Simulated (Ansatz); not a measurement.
A displaced shape of singlet LiF:

```xyz
2

Li   -0.0246    0.0304   -1.1802
F     0.0039    0.0160    0.4302
```

It was optimised with PBE0/def2-SVP in Ansatz (development build ahead of 0.2.0) to forces under 0.001 eV/Å, with restricted orbitals. Each step stands on the lowest determinant of that kind that the program's search found.

(1) What shape does it relax to, and how does the optimisation go?

Answers

(1)

```xyz
2

Li   -0.0239    0.0300   -1.1409
F     0.0032    0.0164    0.3909
```

Bond lengths: Li1–F2 1.532 Å.

```json
{"step": "1", "E − E(start) (eV)": "0.0000", "largest force (eV/Å)": "1.2244"}
{"step": "2", "E − E(start) (eV)": "-0.0364", "largest force (eV/Å)": "0.7085"}
{"step": "3", "E − E(start) (eV)": "-0.0511", "largest force (eV/Å)": "0.1354"}
{"step": "4", "E − E(start) (eV)": "-0.0515", "largest force (eV/Å)": "0.0053"}
{"step": "5", "E − E(start) (eV)": "-0.0515", "largest force (eV/Å)": "0.0000"}
```

The optimisation ended after 5 steps with its threshold met.
